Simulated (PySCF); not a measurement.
A geometry optimisation, step by step.

Compound: C₂HClN₂S.
Bonds: Cl1–C2, C2–N3 (aromatic), N3–N4 (aromatic), N4–C5 (aromatic), C5–S6 (aromatic), C2–S6 (aromatic). Hydrogens: H7 on C5.

Computed by this run: PBE0/def2-SVPD geometry optimisation, gas phase in PySCF 2.14.0; density fitting, grid level 1; the optimiser is geomeTRIC in internal coordinates, started from a GFN2-xTB structure. The frame can shift and turn from step to step; on so coarse a grid that alone can change the energy by a few meV, and forces under 0.02 eV/Å are noise.

Step 0: E = -28402.6336 eV, largest atomic force 1.187 eV/Å
```
atom  x, y, z in Å  |  force x, y, z in eV/Å
Cl1     2.674    0.337    0.829    0.526   0.095   0.121
C2      1.059    0.064    0.451   -0.589   0.644  -0.391
N3      0.447   -1.050    0.646    1.031  -0.314   0.414
N4     -0.817   -1.028    0.270   -0.889  -0.786  -0.007
C5     -1.200    0.093   -0.218    0.291   0.798  -0.181
S6      0.035    1.312   -0.266    0.287  -0.560   0.274
H7     -2.195    0.278   -0.569   -0.656   0.123  -0.232
```

Step 1: E = -28402.6794 eV, largest atomic force 0.406 eV/Å
```
atom  x, y, z in Å  |  force x, y, z in eV/Å
Cl1     3.580    0.756    1.562   -0.240  -0.021  -0.060
C2      1.936    0.473    1.176    0.339  -0.155   0.160
N3      1.347   -0.661    1.369    0.002   0.025  -0.013
N4      0.055   -0.642    0.985    0.024  -0.012  -0.002
C5     -0.319    0.503    0.508   -0.066  -0.002  -0.003
S6      0.931    1.698    0.493   -0.119   0.148  -0.095
H7     -1.330    0.699    0.150    0.061   0.018   0.014
```

Step 2: E = -28402.6816 eV, largest atomic force 0.134 eV/Å
```
atom  x, y, z in Å  |  force x, y, z in eV/Å
Cl1     3.575    0.760    1.563   -0.083  -0.024  -0.017
C2      1.938    0.469    1.178    0.122  -0.044   0.032
N3      1.348   -0.665    1.367    0.005   0.044  -0.009
N4      0.056   -0.643    0.983   -0.015  -0.003   0.013
C5     -0.319    0.503    0.510    0.017  -0.021  -0.012
S6      0.931    1.698    0.488   -0.047   0.043  -0.003
H7     -1.328    0.703    0.153    0.002   0.004  -0.004
```

Step 3: E = -28402.6818 eV, largest atomic force 0.047 eV/Å
```
atom  x, y, z in Å  |  force x, y, z in eV/Å
Cl1     3.573    0.757    1.560    0.024   0.003   0.009
C2      1.940    0.469    1.178   -0.021   0.020   0.018
N3      1.348   -0.663    1.369   -0.002   0.009  -0.011
N4      0.056   -0.643    0.985    0.005  -0.001  -0.034
C5     -0.318    0.502    0.507   -0.004   0.008   0.038
S6      0.927    1.702    0.495    0.015  -0.040  -0.020
H7     -1.326    0.702    0.147   -0.016   0.001   0.000
```

Step 4: E = -28402.6819 eV, largest atomic force under 0.02 eV/Å
```
atom  x, y, z in Å  |  force x, y, z in eV/Å
Cl1     3.573    0.757    1.564    0.008   0.003   0.003
C2      1.940    0.470    1.179   -0.012   0.003  -0.007
N3      1.348   -0.663    1.367   -0.005  -0.009  -0.001
N4      0.057   -0.643    0.982    0.005   0.001   0.004
C5     -0.318    0.502    0.508    0.007   0.003  -0.004
S6      0.929    1.700    0.491   -0.001  -0.002   0.006
H7     -1.328    0.702    0.150   -0.001   0.000  -0.001
```

Q: Summarise the path.

A: The energy falls by 4.66 kJ/mol from step 0 to step 4; nine tenths of that is first reached at step 1. It falls at every step. The largest force goes from 1.187 to under 0.02 eV/Å. Among the bonds C2–S6 changes most, from 1.766 to 1.735 Å; the atoms move by 0.020 Å rms after alignment.

Q: Follow the three bonds and two angles with the largest change from start to end.

A: 
```csv
step,E above end (kJ/mol),largest force (eV/Å),C2–S6 (Å),N3–N4 (Å),Cl1–C2 (Å),C2–S6–C5 (°),N3–C2–S6 (°)
0,4.66,1.187,1.766,1.319,1.681,84.6,113.4
1,0.24,0.406,1.725,1.348,1.713,85.8,114.7
2,0.03,0.134,1.732,1.348,1.706,85.7,114.5
3,0.02,0.047,1.736,1.348,1.702,85.6,114.4
4,0.00,under 0.02,1.735,1.348,1.702,85.7,114.4
```

The cost below is that of the whole optimisation. On one thread of an Arm Neoverse N1, shared host with 64 logical CPUs at a one-minute load of 60, this took 38 s and 0.52 GiB of memory at its peak.
